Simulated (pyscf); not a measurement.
Single points on ωB97X-D3(BJ)/def2-SVP structures (PySCF, gas phase).

### Question
For Cl–Ga(Cl)–SeH (SMILES [Cl][Ga]([Cl])[SeH]) + H• (SMILES [H]) → H₂Se (SMILES [SeH2]) + [Cl–Ga–Cl]• (SMILES [Cl][Ga][Cl]), a substitution at Se (doublet surface; Ga–Se broken, H–Se formed), PBE/def2-TZVP gives ΔE‡ = -2.9 kcal/mol and ΔE = -10.2 kcal/mol (zero: the separated reactants). In which direction and how far do B3LYP-D3(BJ)/def2-TZVP, M06-2X/def2-TZVP, ωB97M-D3(BJ)/def2-TZVP move these?

### Answer
B3LYP-D3(BJ): ΔE‡ = -2.4 kcal/mol, ΔE = -11.8 kcal/mol; M06-2X: ΔE‡ = 3.3 kcal/mol, ΔE = -7.6 kcal/mol; ωB97M-D3(BJ): ΔE‡ = 3.4 kcal/mol, ΔE = -10.0 kcal/mol. PBE's barrier lies under all of them, by 0.5 to 6.3 kcal/mol. Its reaction energy lies among theirs. On the product side the descent ends in an adduct with a Ga–Se contact (not fully relaxed), 13.6 kcal/mol under the separated species and 19.8 kcal/mol under the saddle at ωB97X-D3(BJ)/def2-TZVP. At PBE, B3LYP-D3(BJ) this geometry lies under the reactants; that is no barrier but a single point on another level's saddle; such a level's own saddle, if it has one, lies nearer that side and is low. What is counted as broken (Ga–Se) persists as a longer contact in the product adduct; parting that adduct is a step of its own. This is the saddle that the search found; another between the same sides may lie lower. The angle at the attacked Se is 145°. Elements up to Kr have no core potential and no relativistic terms here.
